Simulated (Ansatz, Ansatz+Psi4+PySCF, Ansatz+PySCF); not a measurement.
```xyz
11

C     0.0553    0.0000   -1.6034
C    -0.5271    0.0000   -0.2714
C     0.1594    0.7569    0.8989
C     0.1594   -0.7569    0.8989
H     1.1308    0.0000   -1.7358
H    -0.5688    0.0000   -2.4865
H    -1.6113    0.0000   -0.2365
H    -0.4842    1.2779    1.5982
H     1.0853    1.2710    0.6696
H    -0.4842   -1.2779    1.5982
H     1.0853   -1.2710    0.6696
```

Basis set: cc-pVTZ (spherical functions). Left uncorrelated: 4 orbitals. Correlation on ROHF uses semicanonical orbitals with singles. Charge 0, multiplicity 2.

Computed with Ansatz (development build ahead of 0.2.0); each method stands on the lowest determinant of its kind that the runs found.

The atomization energy at this shape (free ground-state atoms in the same class of orbitals less the molecule, no zero-point energy) of doublet C4H7:

```tsv
method	atomization energy
ROHF-MP2	44.70 eV
UHF-MP2	44.66 eV
ROHF	34.50 eV
```

(1) What does UHF give?

Results:

(1) 34.13 eV.
